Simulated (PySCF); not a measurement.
# Orbital picture of CO⁺

PBEsol at R = 1.122 Å; basis C jorge-DZP-DKH, O jorge-DZP-DKH; spin-free X2C with a Gaussian nucleus; PySCF 2.14. State: ²Σ⁺ (doublet), unpaired electrons σ ↑. Only the outer orbitals are listed, counted within each symmetry.

| spin | orbital | occ. | ε (eV) | on C (%) | main shells (%) |
| --- | --- | --- | --- | --- | --- |
| α | 3σ | 1 | -40.13 | 34 | 57 O s, 20 C s, 13 C p |
| α | 4σ | 1 | -24.50 | 43 | 38 C s, 33 O p, 24 O s |
| α | 1π | 1 | -22.23 | 38 | 62 O p, 37 C p |
| α | 1π | 1 | -22.23 | 38 | 62 O p, 37 C p |
| α | 5σ | 1 | -21.70 | 66 | 39 C p, 27 O p, 27 C s |
| α | 2π | 0 | -12.93 | 66 | 64 C p, 34 O p |
| α | 2π | 0 | -12.93 | 66 | 64 C p, 34 O p |
| β | 3σ | 1 | -39.96 | 33 | 59 O s, 18 C s, 14 C p |
| β | 4σ | 1 | -23.73 | 20 | 51 O p, 29 O s, 19 C s |
| β | 1π | 1 | -21.97 | 31 | 69 O p, 29 C p |
| β | 1π | 1 | -21.97 | 31 | 69 O p, 29 C p |
| β | 5σ | 0 | -18.25 | 89 | 53 C s, 35 C p, 10 O p |
| β | 2π | 0 | -11.63 | 73 | 73 C p, 26 O p |
| β | 2π | 0 | -11.63 | 73 | 73 C p, 26 O p |

Which are the highest filled and the lowest empty level, where do they sit, and how wide is the gap?

Highest filled α 5σ at -21.70 eV (in %: 39 C p, 27 O p, 27 C s); lowest empty β 5σ at -18.25 eV (in %: 53 C s, 35 C p, 10 O p); the gap at PBEsol is 3.45 eV.

| Item | Value |
| --- | --- |
| bond order (Mayer) | 2.89 |
| ⟨S²⟩ | 0.765 |
| charge on C (Mulliken, basis-dependent) | 0.67 |
| charge on C (Löwdin, basis-dependent) | 0.57 |
| dipole moment (positive dipole points towards O; it is taken about the centre of mass and depends on that origin) | -2.50 D |

The state was picked by a PBE0 search and need not be the measured ground state.
